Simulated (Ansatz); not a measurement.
# FHOSi: one species, many methods

An exercise on one series of results from a longer session: the logs are not shown, and one member is left open.

Computed with Ansatz 0.2.0, Gaussian basis. Level: functionals in def2-TZVPP, the program's frozen cores in correlated methods.

Levels to be run: LDA (SPW92), PBE-D4, revPBE-D4, BLYP-D4, r2SCAN-D4, B97M-V, PBE0-D4, B3LYP-D4, r2SCANh-D4, r2SCAN0-D4, HSE06-D4, BHLYP-D4, CAM-B3LYP-D4, LC-ωPBE, ωB97X-V, ωB97M-V, B2PLYP, PBE-QIDH; CCSD(T)/def2-SVP; CCSD(T)/def2-TZVPP; CCSD(T)/def2-QZVPP; extrapolation to the limit; RPA on PBE.

**The relaxed structure**

An earlier PBE0-D4 in a triple-zeta def2 set relaxation fixed the geometry.

SMILES `O[Si]F`, 4 atoms, charge 0, spin multiplicity 1.

Atoms are counted from 1 here; the program's logs count them from 0.

Bond lengths: O1–Si2 1.637 Å, O1–H4 0.963 Å, Si2–F3 1.620 Å. Angles: Si2–O1–H4 120.3°, O1–Si2–F3 101.6°.

Set-up of the first run:

Contents of in.yaml:

```yaml
crystal:
  periodic: [false, false, false]
  atoms:
    - {symbol: O, position_ang: [-0.572578, 0.755949, -0.187703]}
    - {symbol: Si, position_ang: [0.290991, 0.042491, 1.006305]}
    - {symbol: F, position_ang: [0.923996, -1.232256, 0.232598]}
    - {symbol: H, position_ang: [-0.586909, 0.373516, -1.071499]}
basis:
  gaussian: {orbitals: def2-TZVPP}
hamiltonian: {xc: lda}
output: {orbitals: {seedname: orbitals}}
```

On the command line:

```
ansatz run in.yaml --threads 2 --pin off --events-out ev --progress --plain --max-ram 32768MiB --backend cpu
```

Steps of the session up to this table: LDA; PBE-D4 (GGA); revPBE-D4 (GGA); BLYP-D4 (GGA); r2SCAN-D4 (meta-GGA); B97M-V (meta-GGA); PBE0-D4 (hybrid); B3LYP-D4 (hybrid); r2SCANh-D4 (hybrid); r2SCAN0-D4 (hybrid); HSE06-D4 (hybrid); BHLYP-D4 (hybrid); CAM-B3LYP-D4 (range-separated); LC-ωPBE (range-separated); ωB97X-V (range-separated); ωB97M-V (range-separated); B2PLYP (double hybrid); PBE-QIDH (double hybrid).

One of the session's tables, all rows but one given; the rest of the session is left out.

It belongs to the step «Orbital energies across the functionals». 

```
  functional  HOMO (eV)  LUMO (eV)  gap (eV)
 LDA (SPW92)      -6.69      -2.56      4.14
      PBE-D4      -6.58      -2.38      4.19
   revPBE-D4      -6.52      -2.32      4.20
     BLYP-D4      -6.48      -2.26      4.21
   r2SCAN-D4      -6.79      -2.28      4.51
      B97M-V      -6.87      -2.24      4.63
     PBE0-D4      -7.75      -1.56      6.19
    B3LYP-D4      -7.58      -1.77      5.81
  r2SCANh-D4      -7.23      -1.96      5.27
  r2SCAN0-D4      -7.88      -1.49      6.39
    HSE06-D4          ?          ?         ?
    BHLYP-D4      -8.83      -0.66      8.16
CAM-B3LYP-D4      -9.12      -0.46      8.66
     LC-ωPBE     -10.41       0.67     11.08
     ωB97X-V     -10.08       0.59     10.66
     ωB97M-V      -9.93       0.49     10.41
```

**Question.** Estimate the row for HSE06-D4.

As computed: HOMO (eV): -7.34; LUMO (eV): -1.94; gap (eV): 5.41. In the column «HOMO (eV)» it lies between B3LYP-D4 (-7.58) and r2SCANh-D4 (-7.23).
